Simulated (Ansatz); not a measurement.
HSi (`[SiH]`) radical. The species carries charge 0 and has multiplicity 2.

```xyz
2

Si   -0.391   -0.097   -0.651
H     0.391    0.097    0.651
```

Task: What are the harmonic wavenumbers in cm⁻¹ at PBE0-D4/def2-TZVP (Ansatz, finite differences of forces, unscaled)? (Best estimate.)

Result: The calculation gave: 2024.

Task: Is this a minimum?

Result: Yes, all 1 modes are real.

Task: Give the ideal-gas thermochemistry at 298.15 K and 1 bar (rigid rotor, harmonic oscillator; point group C∞v, symmetry number 1).

Result: Zero-point energy 12.1 kJ/mol; H(298) − E = 20.8 kJ/mol; entropy 198.5 J/(mol·K), of which translation 150.9, rotation 36.0, vibration 0.0, electronic 11.5; G(298) − E = -38.4 kJ/mol.

Task: And at 400, 500, 600, 800 and 1000 K?

Result: 
| T (K) | H − E (kJ/mol) | S (J/mol/K) | G − E (kJ/mol) |
| --- | --- | --- | --- |
| 400 | 23.8 | 207.1 | -59.1 |
| 500 | 26.7 | 213.7 | -80.1 |
| 600 | 29.8 | 219.2 | -101.8 |
| 800 | 36.0 | 228.2 | -146.5 |
| 1000 | 42.6 | 235.5 | -192.9 |
